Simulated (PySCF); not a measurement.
# NOH: relaxation and vibrations of the singlet

Where does singlet NOH go from a bent start, is the end point a minimum, and what are its modes, charges and moments?

Method: PBE, basis N def2-TZVP, O def2-TZVP, H def2-TZVP, no relativity, density fitting; program: PySCF 2.14.0.

## 1. The starting structure

3 atoms, charge 0, spin multiplicity 1.

Bond lengths: N1–O2 1.170 Å, N1–H3 1.030 Å. Angles: O2–N1–H3 110.0°.

Z-matrix (Å, degrees; charge 0 multiplicity 1):
```
N
O  1 1.1700
H  1 1.0300 2 110.00
```

## 2. Finding the electronic state

One driver script runs all steps and calls PySCF; scf.py shows how it sets up the SCF of each step. The optimiser is the driver's own. After this first run the driver tries any further starts and a stability analysis.

Contents of scf.py:

```python
from pyscf import gto, scf, dft
mol = gto.M(atom='''
N      0.000000     0.000000     0.000000
O     -0.958400     0.000000     0.671100
H      0.843700     0.000000     0.590800''',
    basis={'N': 'def2-TZVP', 'O': 'def2-TZVP', 'H': 'def2-TZVP'},
    charge=0, spin=0)
mf = dft.RKS(mol, xc='PBE')
mf.grids.atom_grid = (50, 194)
aux = {'N': 'def2-universal-JKFIT', 'O': 'def2-universal-JKFIT', 'H': 'def2-universal-JKFIT'}
mf = mf.density_fit(auxbasis=aux)
mf.conv_tol = 1e-08
mf.diis_space = 10
mf.max_cycle = 60
mf.init_guess = 'minao'
mf.verbose = 4
mf.kernel()
```

On the command line:

```sh
OMP_NUM_THREADS=2 python axn.py task.json out
```

The runs that follow: Bent start, singlet: relaxation; Is it a minimum? Harmonic modes; The broken-symmetry singlet; Is it a minimum? Harmonic modes.

**Question.** What will these runs give? Wanted: minimum; geometry; wavenumbers; dipole moment; highest occupied, lowest empty level; polar-tensor charge of N1; zero-point energy; atomisation energy; ⟨S²⟩.

The runs gave:

| quantity | value |
| --- | --- |
| minimum | broken-symmetry (Ms = 0), Cs |
| geometry | N–H 1.079 Å, N–O 1.210 Å; H–N–O 109.2° |
| wavenumbers (cm⁻¹) | 1452, 1554, 2655 |
| dipole moment | 1.58 D |
| highest occupied, lowest empty level (either spin) | -5.54, -4.19 eV |
| polar-tensor charge of N1 | +0.27 e |
| zero-point energy | 33.9 kJ/mol |
| entropy at 298.15 K | 220.9 J/(mol K) |
| atomisation energy (no zero-point energy) | 933 kJ/mol |
| ⟨S²⟩ | 0.185 |

What this shows: The bent start keeps its Cs symmetry and ends in a minimum. The strongest infrared band lies at 2655 cm⁻¹ (stretch). Only this shape and spin were tried, so other structures or states may lie lower. The SCF density has lower symmetry than the nuclear frame.
